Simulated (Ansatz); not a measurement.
# CHOS radical (SMILES [O]C=S): functionals against CCSD(T) at one geometry

One table from this session's results is given with a row withheld; the runs are named, their logs left out.

The runs use Ansatz 0.2.0, Gaussian basis; single points in def2-TZVPP.

Correlated methods freeze the cores. Orbitals are unrestricted.

**Starting geometry**

4 atoms, charge 0, spin multiplicity 2.

Atoms are counted from 1 here; the program's logs count them from 0.

Bond lengths: O1–C2 1.189 Å, C2–S3 1.593 Å, C2–H4 1.093 Å. Angles: O1–C2–S3 140.6°, O1–C2–H4 115.7°, S3–C2–H4 103.6°.

Coordinates:

```
O    -1.2583   -0.0781   -0.2558
C    -0.0940    0.0064   -0.0296
S     1.1275   -0.8793    0.4816
H     0.3409    1.0028   -0.1449
```

The first run:

Contents of run/in.yaml:

```yaml
crystal:
  periodic: [false, false, false]
  atoms:
    - {symbol: O, position_ang: [-1.258300, -0.078100, -0.255800]}
    - {symbol: C, position_ang: [-0.094000, 0.006400, -0.029600]}
    - {symbol: S, position_ang: [1.127500, -0.879300, 0.481600]}
    - {symbol: H, position_ang: [0.340900, 1.002800, -0.144900]}
basis:
  gaussian: {orbitals: def2-TZVPP}
magnetization: {spin_polarized: true, initial_magnetization: 1}
correlation: {method: ccsd_t}
scf: {omitted_lower_state_checks: [cluster_reference]}
output: {forces: true}
```

No record of the launch command was kept for these runs.

Among the steps run: CCSD(T)/def2-TZVPP; PBE0-D4/def2-TZVPP; wB97M-V/def2-TZVPP; r2SCAN-D4/def2-TZVPP; PBE-D4/def2-TZVPP; wB97X-V/def2-TZVPP; HSE06-D4/def2-TZVPP.

One table of the session follows, with a row left open; its other results are not shown here.

```
   method  RMS force component (eV/Å)  angle to CCSD(T) forces (°)  dipole (D)
  CCSD(T)                       1.695                    reference        2.12
  PBE0-D4                       1.434                         13.0        2.04
  wB97M-V                       1.549                         10.2        2.23
r2SCAN-D4                       1.359                         15.0        1.72
   PBE-D4                       1.477                         22.7        1.54
  wB97X-V                       1.597                          8.3        2.24
 HSE06-D4                           ?                            ?           ?
```

**Question.** Estimate the row for HSE06-D4.

As computed: RMS force component (eV/Å): 1.430; angle to CCSD(T) forces (°): 13.0; dipole (D): 2.02. In the column «RMS force component (eV/Å)» it lies between r2SCAN-D4 (1.359) and PBE0-D4 (1.434).
